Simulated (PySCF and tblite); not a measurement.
Values are calculated unless marked as measured or tabulated.
C₅H₈O, numbered as in [CH3:1]/[CH:2]=[CH:3]/[C:4]([CH3:5])=[O:6]: conformational analysis

Search: ETKDG and KDG, MMFF94s, GFN2-xTB, 90 starts; geometries at PBE0-D3(BJ)/def2-SVP. Weights use PBE0-D3(BJ)/def2-TZVP (IEF-PCM, chloroform) energies plus GFN2-xTB zero-point and thermal terms (modes under about 100 cm⁻¹ blended into free rotors). Symmetry numbers and mirror images are counted. Conformers within 3 kcal/mol (GFN2-xTB free energy) were kept, 8 at most. GIAO shieldings: WP04/pcSseg-1 (IEF-PCM, chloroform). Couplings: B3LYP/pcJ-1 (gas phase; spin-dipole term only for pairs with B, N, F, Si or P). Couplings are for ¹³C, ¹H, ¹⁷O. Shifts are against TMS (¹H), TMS (¹³C) at the same level. (PySCF 2.14, tblite 0.8.)

Torsions listed: C2–C3–C4–O6.

```csv
conformer,shape,symmetry,E(GFN2) kcal/mol,E(DFT) kcal/mol,G(298.15 K) kcal/mol,weight %,dipole D
1,-179°,Cs,1.12,0.00,0.00,60.8,4.96
2,0°,Cs,0.00,0.50,0.26,39.2,3.78
```

Weights (%) against temperature:

| T (K) | 1 | 2 | S(mix) cal/mol/K |
| --- | --- | --- | --- |
| 150 | 75.0 | 25.0 | 1.12 |
| 200 | 68.3 | 31.7 | 1.24 |
| 250 | 63.8 | 36.2 | 1.30 |
| 298.15 | 60.8 | 39.2 | 1.33 |
| 400 | 56.8 | 43.2 | 1.36 |

Averaged shifts at 298.15 K. ¹H: 6.81 (H2, 1H), 5.86 (H3, 1H), 2.22 (H5, 3H), 2.05 (H1, 3H) ppm. ¹³C: 203.7 (C4), 156.5 (C2), 137.5 (C3), 30.5 (C5), 23.0 (C1) ppm.

Averaged couplings (Hz): ¹J(C1,C2) 45.9, ¹J(C1,H1) 134.0, ²J(C1,H2) 5.4, ³J(C1,H3) 7.5, ¹J(C2,C3) 73.9, ³J(C2,O6) -3.3, ²J(H1,C2) -7.0, ¹J(C2,H2) 159.5, ²J(C2,H3) 0.7, ⁴J(C2,H5) 1.0, ¹J(C3,C4) 56.9, ²J(C3,O6) -3.5, ³J(H1,C3) 7.1, ²J(H2,C3) -0.4, ¹J(C3,H3) 163.9, ³J(C3,H5) 1.5, ¹J(C4,C5) 44.8, ¹J(C4,O6) 33.3, ⁴J(H1,C4) -1.4, ³J(H2,C4) 6.6, ²J(H3,C4) 3.6, ²J(C4,H5) -5.3, ²J(C5,O6) -2.2, ³J(H3,C5) 1.8, ¹J(C5,H5) 134.0, ⁵J(H1,O6) -0.6, ⁴J(H2,O6) 0.5, ³J(H3,O6) -1.4, ³J(H5,O6) -1.9, ²J(H1,H1) -16.9, ³J(H1,H2) 8.3, ⁴J(H1,H3) -2.3, ³J(H2,H3) 16.8, ²J(H5,H5) -15.4.

Coordinates of conformer 1 (Å):

```xyz
14

C     2.300    0.470    0.249
C     0.861    0.254   -0.065
C     0.131   -0.794    0.344
C    -1.301   -1.018    0.044
C    -2.040   -0.013   -0.810
O    -1.861   -1.999    0.486
H     2.712   -0.344    0.862
H     2.895    0.549   -0.676
H     2.443    1.421    0.790
H     0.380    1.026   -0.678
H     0.579   -1.582    0.960
H    -1.567    0.089   -1.799
H    -2.038    0.982   -0.339
H    -3.075   -0.353   -0.935
```

Shifts are unscaled: against experiment ¹³C can be off by 15 ppm or more and ¹H by 0.8 ppm.

Search and properties took 110 s on 1 thread of Arm Neoverse V1, shared host (rough), launched as `OMP_NUM_THREADS=1 python ens_run.py task.json out`.
